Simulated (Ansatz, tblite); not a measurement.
Cost and result up the ladder for BC₂ (the lowest doublet isomer of a short search) (3 atoms). The state is a doublet with charge 0. Geometry: PBE0-D4/def2-TZVP.

Cartesian coordinates in Å:
```
B 0.260 -1.297 -0.215
C -0.008 0.031 0.002
C -0.253 1.265 0.213
```

Ansatz on 4 threads of Arm Neoverse V1 on a shared host; xTB runs through tblite on one thread. Times are rough, summed over both states, and most runs start from the orbitals of an earlier one. B2PLYP/def2-TZVP serves as the yardstick here, not as an exact answer. The other state is a quartet at its own geometry.

The xTB rows come from tblite. LC-ωPBE has ω = 0.4 bohr⁻¹. Correlated methods freeze 3 core orbitals. The structure comes from a short search, and lower isomers may exist.

Run but left out: HF/STO-3G, HF/def2-TZVP, PBE-QIDH/def2-TZVP, MP2/def2-TZVP (doublet: ⟨S²⟩ 0.91 to 1.17, where a pure state has 0.75); HF/def2-TZVPP, MP2/def2-TZVPP, CCSD/def2-TZVPP, CCSD(T)/def2-TZVPP (flagged by the program: large difference).

Correlated methods converge slowly with the basis.

xTB has no spin-polarisation term.

```json
{"level": "GFN1-xTB", "functions": "12", "wall time": "0.003 s", "quartet − doublet (eV)": "3.05", "difference from B2PLYP/def2-TZVP (eV)": "0.51", "remarks": "–"}
{"level": "GFN2-xTB", "functions": "12", "wall time": "0.003 s", "quartet − doublet (eV)": "2.53", "difference from B2PLYP/def2-TZVP (eV)": "-0.01", "remarks": "–"}
{"level": "LC-ωPBE/def2-TZVP", "functions": "93", "wall time": "2.1 s", "quartet − doublet (eV)": "1.99", "difference from B2PLYP/def2-TZVP (eV)": "-0.55", "remarks": "spin-contaminated (⟨S²⟩ 0.84) (doublet)"}
{"level": "B2PLYP/def2-TZVP", "functions": "93", "wall time": "2.1 s", "quartet − doublet (eV)": "2.54", "difference from B2PLYP/def2-TZVP (eV)": "0.00", "remarks": "–"}
{"level": "PBE-D4/def2-TZVP", "functions": "93", "wall time": "2.2 s", "quartet − doublet (eV)": "2.39", "difference from B2PLYP/def2-TZVP (eV)": "-0.15", "remarks": "–"}
{"level": "RPA@PBE/def2-TZVP", "functions": "93", "wall time": "2.8 s", "quartet − doublet (eV)": "2.62", "difference from B2PLYP/def2-TZVP (eV)": "0.08", "remarks": "–"}
{"level": "r2SCAN-D4/def2-TZVP (with forces)", "functions": "93", "wall time": "3 s", "quartet − doublet (eV)": "2.06", "difference from B2PLYP/def2-TZVP (eV)": "-0.48", "remarks": "–"}
{"level": "r2SCAN0-D4/def2-TZVP", "functions": "93", "wall time": "3.2 s", "quartet − doublet (eV)": "1.95", "difference from B2PLYP/def2-TZVP (eV)": "-0.60", "remarks": "–"}
{"level": "PBE0-D4/def2-TZVP", "functions": "93", "wall time": "3.9 s", "quartet − doublet (eV)": "2.21", "difference from B2PLYP/def2-TZVP (eV)": "-0.34", "remarks": "–"}
```
